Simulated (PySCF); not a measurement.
## Relaxation of singlet S(OH)2

Computed with PBE0 in PySCF with S def2-TZVP, O def2-TZVP, H def2-TZVP; no relativity; density-fitted integrals. A (50,194) grid was used.

A start displaced from a saddle point along its imaginary mode, of C2 symmetry, held to at least that symmetry:

Coordinates in bohr (charge 0 multiplicity 1):
```
S     0.0000   -0.1416    0.0000
O     0.2188    0.1272    3.2232
O    -0.2188    0.1272   -3.2232
H    -1.4452    0.2268    3.9864
H     1.4452    0.2268   -3.9864
```

Optimiser trace:
```
step  E − E(last) (kJ/mol)  largest gradient (Eh/bohr)
   0                243.11                     0.03235
   1                179.66                     0.04491
   2                109.16                     0.04430
   3                 48.22                     0.03666
   4                  7.77                     0.01859
   5                  3.57                     0.01129
   6                  2.29                     0.01256
   7                  1.12                     0.01081
   8                  0.23                     0.00157
   9                  0.06                     0.00197
  10                  0.01                     0.00044
  11                  0.00                     0.00018
```

It ends at C2 with O–H 0.965 Å (×2), S–O 1.635 Å (×2); H–O–S 108.7° (×2), O–S–O 103.5° (after a last refinement on a finer grid). A frequency run shows a minimum. Other isomers or separated fragments may lie lower.

The relaxation took roughly 70 core-seconds on a shared host.
